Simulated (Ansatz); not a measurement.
**CHN: basis-set convergence**

The task here is to estimate one member of a computed series from the others.

Program: Ansatz 0.2.0, Gaussian basis. Level of theory: one geometry, several basis sets. These are calculated values, not measurements.

The runs, in order: PBE0-D4/def2-SVP; ωB97M-V/def2-SVP; PBE0-D4/def2-QZVPP; ωB97M-V/def2-QZVPP; CCSD(T)/cc-pV(D+d)Z; CCSD(T)/cc-pV(T+d)Z; CCSD(T)/cc-pV(Q+d)Z; the functionals' def2-TZVPP values are taken from earlier runs.

## The relaxed structure

All runs share one geometry, relaxed beforehand with PBE0-D4 in a triple-zeta def2 set.

SMILES `[C-]#[NH+]`, 3 atoms, charge 0, spin multiplicity 1.

Atoms are counted from 1 here; the program's logs count them from 0.

Bond lengths: C1–N2 1.163 Å, N2–H3 0.997 Å. Angles: C1–N2–H3 180.0°.

Set-up of the first run:

Input file in.yaml:

```yaml
crystal:
  periodic: [false, false, false]
  atoms:
    - {symbol: C, position_ang: [-0.623432, 0.883513, -0.241526]}
    - {symbol: N, position_ang: [0.031369, -0.044103, 0.012183]}
    - {symbol: H, position_ang: [0.592063, -0.839410, 0.229343]}
basis:
  gaussian: {orbitals: def2-SVP}
hamiltonian: {xc: pbe0, dispersion: d4}
output: {orbitals: {seedname: orbitals}}
```

Run with:

```console
$ ansatz run in.yaml --threads 2 --pin off --events-out ev --progress --plain --max-ram 22528MiB --backend cpu
```

Among the steps run: PBE0-D4 in def2-SVP; ωB97M-V in def2-SVP; PBE0-D4 in def2-QZVPP; ωB97M-V in def2-QZVPP.

One of the session's tables, all rows but one given; the rest of the session is left out.

It belongs to the step «Functionals by basis». 

| functional | basis | HOMO (eV) | LUMO (eV) |
| --- | --- | --- | --- |
| PBE0-D4 | def2-SVP | -8.87 | 0.80 |
| PBE0-D4 | def2-TZVPP | -9.16 | 0.45 |
| PBE0-D4 | def2-QZVPP | -9.18 | 0.34 |
| ωB97M-V | def2-SVP | -11.31 | 3.28 |
| ωB97M-V | def2-TZVPP | -11.67 | 2.24 |
| ωB97M-V | def2-QZVPP | ? | ? |

Q: Estimate the row for ωB97M-V, def2-QZVPP from the others.

The run gave: HOMO (eV): -11.69; LUMO (eV): 1.47. In the column «HOMO (eV)» it is the lowest.
